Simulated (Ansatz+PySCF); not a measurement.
A calculation with PySCF 2.14.0.

```python
from pyscf import gto, scf, mp

# the (T+d) and (D+d) sets load through basis_set_exchange
mol = gto.M(atom="""
Cl 0.000000 0.141390 -1.736500
O 0.000000 -0.506000 0.459530
O 0.000000 0.364610 1.276970
""", basis={'Cl': 'cc-pv(t+d)z', 'O': 'cc-pvtz'}, charge=0, spin=1)
mf = scf.UHF(mol)
mf.kernel()
pt = mp.MP2(mf, frozen=7).run()
print(mf.e_tot, pt.e_corr, pt.e_tot)
```

The script is written out from the run's settings.

Results

| Quantity | Value |
| --- | --- |
| Converged | yes |
| Reference energy | -609.04923 hartree |
| Correlation energy | -0.68676 hartree |
| Total energy | -609.73599 hartree |
| Spin squared of the determinant | 0.773 |

This is not the lowest solution: another run reaches a determinant 2.65 eV lower.
